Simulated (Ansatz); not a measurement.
**SiPHF (doublet): relaxing a cheap start**

Where does this start of SiPHF (doublet) end when it is relaxed?

The runs use Ansatz 0.2.0, Gaussian basis; UKS PBE0/def2-TZVP.

**1. The system as given**

4 atoms, charge 0, spin multiplicity 2.

Atoms are counted from 1 here; the program's logs count them from 0.

Bond lengths: F1–P2 1.686 Å, P2–Si3 2.151 Å, P2–H4 1.382 Å. Angles: F1–P2–Si3 100.9°, F1–P2–H4 88.0°, Si3–P2–H4 171.1°.

The start was built by rule and, where that kept it together, relaxed with GFN2-xTB. Sticks and bond lists go by distance. 

**2. The run**

in.yaml reads:

```yaml
crystal:
  periodic: [false, false, false]
  atoms:
    - {symbol: F, position_ang: [-1.578430, -0.273324, 0.007581]}
    - {symbol: P, position_ang: [-0.232825, 0.742068, 0.003376]}
    - {symbol: Si, position_ang: [1.364114, -0.698615, -0.009249]}
    - {symbol: H, position_ang: [-1.103947, 1.814609, 0.011091]}
basis:
  gaussian: {orbitals: def2-TZVP}
magnetization: {spin_polarized: true, initial_magnetization: 1}
hamiltonian: {xc: pbe0}
relax: {f_tol: 0.004, max_steps: 80}
```

On the command line:

```sh
ansatz run in.yaml --threads 1 --pin off --events-out ev --progress --plain --max-ram 2176MiB
```

**Question.** What will these runs give? Wanted: energy gained; shift from the start; total energy; dipole moment; ⟨S²⟩.

As calculated:

| quantity | value |
| --- | --- |
| steps | 7 |
| energy gained | 0.642 eV |
| shift from the start (rms) | 0.315 Å |
| total energy | -19890.1466 eV |
| dipole moment | 1.05 D |
| ⟨S²⟩ | 0.761 |

**Reading.** The bonds of the start are those of the end. F1–P2 went from 1.686 to 1.594 Å. No vibrations were run, so this is a stationary point, not a proven minimum, and this spin need not be the ground state's.
